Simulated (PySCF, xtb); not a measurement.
# Isomers of CBO in order of energy

3 gas-phase structures of CBO, found in a search over its isomers (lower ones may exist). Each was relaxed with GFN2-xTB; where two conformers were screened, the lower at r2SCAN-D4/def2-SVP is listed:

A. `[B]=C=O`, a doublet
B. a doublet given by its coordinates
C. `B1=[C]O1`, a doublet

B (Å):

| atom | x (Å) | y (Å) | z (Å) |
| --- | --- | --- | --- |
| C | 0.7152 | 0.3289 | 0.7622 |
| B | 1.0255 | 1.4437 | 1.7619 |
| O | 1.2679 | 2.3161 | 2.5439 |

Close contacts (Å): C1–B2 1.53, B2–O3 1.20.

Problem. Make a reasoned guess at their ranking by r2SCAN-D4/def2-SVP single-point energy.

Solution. Calculated order at r2SCAN-D4/def2-SVP: B (0.0), A (3.7), C (23.1) kcal/mol.

Energies above the lowest of each column, in kcal/mol:

```
structure  GFN2-xTB  HF/STO-3G  r2SCAN-D4/def2-SVP
        B       0.0        0.0                 0.0
        A       7.2       47.1                 3.7
        C       8.2       37.7                23.1
```

Every level run on B puts it lowest or level with the lowest. Frequencies (PBE0-D4/def2-SVP) were run for B alone. Open shells are spin-unrestricted, some with notable spin contamination.

Programs: PySCF 2.14.0, xtb 6.7.1.
